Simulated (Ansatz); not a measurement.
in.yaml

```yaml
crystal:
  periodic: [false, false, false]
  atoms:
    - {symbol: C, position_ang: [-0.020891, 1.130222, 0.029943]}
    - {symbol: Ge, position_ang: [-0.021724, -0.114326, 1.413918]}
    - {symbol: Ge, position_ang: [0.026240, -0.055016, -1.418952]}
    - {symbol: H, position_ang: [-0.076537, -1.263684, 0.005979]}
basis:
  gaussian: {orbitals: cc-pVDZ}
magnetization: {spin_polarized: false, initial_magnetization: 1}
correlation: {method: fic_mrcisd_q, electrons: outside_noble_gas, active_space: {window: {electrons: 9, orbitals: 9}}}
```

```sh
$ ansatz run in.yaml --threads 1 --pin off --events-out ev --progress --plain --max-ram 2393MiB
```

The program prints:

```
834 factors; integrals over basis functions are off by at most 1.3e-3 eV
mean field evaluation 1: about -113986.1001 eV, gradient 2.1e1 eV
mean field evaluation 2: about -113986.1078 eV, gradient 2.1e1 eV
mean field evaluation 4: about -113988.0795 eV, gradient 3.1e0 eV
mean field evaluation 8: about -113988.2155 eV, gradient 2.9e-3 eV
mean field evaluation 16: about -113984.3446 eV, gradient 3.3e0 eV
mean field evaluation 32: about -113986.7528 eV, gradient 1.8e1 eV
mean field -113988.21550615 eV, -4188.9896558633 hartree, gradient 3.4e-6 eV, S^2 0.750000; 4 other end points of the search recorded, 0 dependent functions left out
reference -113988.21550615 eV, -4188.9896558633 hartree; 36, 35 occupied and 37, 38 virtual orbitals, 834 factors
state -113990.70696940 eV, -4189.0812154492 hartree
contracted CI cycle   1: correlation 0.00000000 eV, 0.0000000000 hartree, residual 1.72e1 eV
contracted CI cycle   2: correlation -5.16583851 eV, -0.1898410637 hartree, residual 3.75e0 eV
contracted CI cycle   3: correlation -5.43957962 eV, -0.1999008639 hartree, residual 1.11e0 eV
contracted CI cycle   4: correlation -5.46484169 eV, -0.2008292280 hartree, residual 4.33e-1 eV
contracted CI cycle   5: correlation -5.46857318 eV, -0.2009663575 hartree, residual 1.72e-1 eV
contracted CI cycle   6: correlation -5.46916908 eV, -0.2009882565 hartree, residual 6.12e-2 eV
contracted CI cycle   7: correlation -5.46924244 eV, -0.2009909525 hartree, residual 2.20e-2 eV
contracted CI cycle   8: correlation -5.46925211 eV, -0.2009913079 hartree, residual 8.29e-3 eV
contracted CI cycle   9: correlation -5.46925345 eV, -0.2009913571 hartree, residual 3.14e-3 eV
contracted CI cycle  10: correlation -5.46925364 eV, -0.2009913640 hartree, residual 1.17e-3 eV
state -113990.70696940 eV, -4189.0812154492 hartree; corrected -113996.87115232 eV, -4189.3077449933 hartree
state -113990.27280753 eV, -4189.0652602947 hartree
contracted CI cycle   1: correlation 0.00000000 eV, 0.0000000000 hartree, residual 1.85e1 eV
contracted CI cycle   2: correlation -5.63495547 eV, -0.2070807938 hartree, residual 3.55e0 eV
contracted CI cycle   3: correlation -5.87121901 eV, -0.2157633191 hartree, residual 9.01e-1 eV
contracted CI cycle   4: correlation -5.88742614 eV, -0.2163589200 hartree, residual 2.64e-1 eV
contracted CI cycle   5: correlation -5.88891039 eV, -0.2164134653 hartree, residual 8.36e-2 eV
contracted CI cycle   6: correlation -5.88905778 eV, -0.2164188818 hartree, residual 2.61e-2 eV
contracted CI cycle   7: correlation -5.88907162 eV, -0.2164193901 hartree, residual 7.77e-3 eV
contracted CI cycle   8: correlation -5.88907286 eV, -0.2164194358 hartree, residual 2.43e-3 eV
contracted CI cycle   9: correlation -5.88907298 eV, -0.2164194404 hartree, residual 8.33e-4 eV
state -113990.27280753 eV, -4189.0652602947 hartree; corrected -113996.87064043 eV, -4189.3077261816 hartree
state -113990.70696940 eV, -4189.0812154492 hartree; corrected -113996.87115232 eV, -4189.3077449933 hartree
Total energy: -113996.87115232 eV, -4189.3077449933 hartree
```

Ran on 1 thread of Intel Xeon Platinum 8488C, shared host: 37 s wall, 0.51 GiB peak host memory.
